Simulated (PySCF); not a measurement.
SMILES C=C=C=CC=S, C₅H₄S

Cartesian coordinates in Å; atom numbers follow the order of the lines, from 1:
```xyz
10

C     2.597    0.254   -0.069
C     1.347    0.010    0.255
C     0.162   -0.234    0.575
C    -1.111   -0.473    0.886
C    -2.188    0.160    0.221
S    -3.758   -0.121    0.588
H     3.413   -0.232    0.441
H     2.846    0.949   -0.854
H    -1.353   -1.173    1.676
H    -1.947    0.864   -0.570
```

Theory: quadratic response CAM-B3LYP/aug-cc-pVDZ first hyperpolarisability, Taylor convention, gas phase (PySCF). Geometry: GFN2-xTB.

Give the tensor of the static β(0;0,0) in the axes of these coordinates.

In au, Taylor convention; rows are the first index (the induced dipole):
```tsv
	xx	yy	zz	xy	xz	yz
x	+519.8	+43.9	+42.5	-146.5	+144.4	-41.7
y	-146.5	+22.8	+29.1	+43.9	-41.7	-24.9
z	+144.4	-24.9	-36.0	-41.7	+42.5	+29.1
```
Norm of βᵢ = ⅓ Σⱼ (βᵢⱼⱼ + βⱼᵢⱼ + βⱼⱼᵢ): 619.2 au, hyper-Rayleigh value 264.0 au.
